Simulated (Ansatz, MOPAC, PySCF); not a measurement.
Molecule: trans-ethylamine, C2H7N (charge 0, singlet). SMILES: CCN
Coordinates optimised at B3LYP-D3(BJ)/def2-TZVP (Ansatz, a program for electronic structure):
```xyz
10

C      1.2101    -0.3675    -0.0020
C      0.0059     0.5734    -0.0002
N     -1.3057    -0.0740     0.0024
H      2.1508     0.1897    -0.0039
H      1.2028    -1.0109     0.8816
H      1.1996    -1.0116    -0.8851
H      0.0502     1.2284    -0.8744
H      0.0533     1.2290     0.8732
H     -1.4054    -0.6706     0.8165
H     -1.4083    -0.6712    -0.8110
```

Unscaled harmonic wavenumbers (cm⁻¹) in rising order, each level at the stationary point that it reaches from this structure (no distance between atoms moves by over 0.3 Å); the order of modes can differ between levels, and a negative number is imaginary. B3LYP-D3(BJ)/def2-TZVP (PySCF, at the structure above): 252, 284, 403, 782, 842, 893, 1008, 1060, 1146, 1273, 1383, 1389, 1407, 1487, 1494, 1506, 1663, 3016, 3028, 3051, 3079, 3085, 3474, 3548.

AM1 (MOPAC): 170, 231, 461, 832, 994, 1022, 1046, 1192, 1196, 1313, 1350, 1380, 1395, 1397, 1434, 1459, 1733, 2980, 3047, 3065, 3070, 3159, 3416, 3463. Zero-point energy 58.3 against 58.0 kcal/mol; where all levels lie over 400 cm⁻¹, the wavenumbers are on average 1.028 times those of B3LYP-D3(BJ)/def2-TZVP.

PM6 (MOPAC): 149, 242, 414, 823, 965, 1007, 1014, 1145, 1157, 1243, 1256, 1257, 1271, 1309, 1324, 1337, 1616, 2656, 2696, 2701, 2731, 2792, 2807, 2849. Zero-point energy 52.6 against 58.0 kcal/mol; where all levels lie over 400 cm⁻¹, the wavenumbers are on average 0.947 times those of B3LYP-D3(BJ)/def2-TZVP.

HF/3-21G (Ansatz): 258, 308, 423, 764, 846, 933, 1087, 1090, 1235, 1390, 1507, 1511, 1565, 1660, 1668, 1673, 1847, 3187, 3218, 3234, 3251, 3266, 3664, 3762. Zero-point energy 62.0 against 58.0 kcal/mol; where all levels lie over 400 cm⁻¹, the wavenumbers are on average 1.068 times those of B3LYP-D3(BJ)/def2-TZVP.
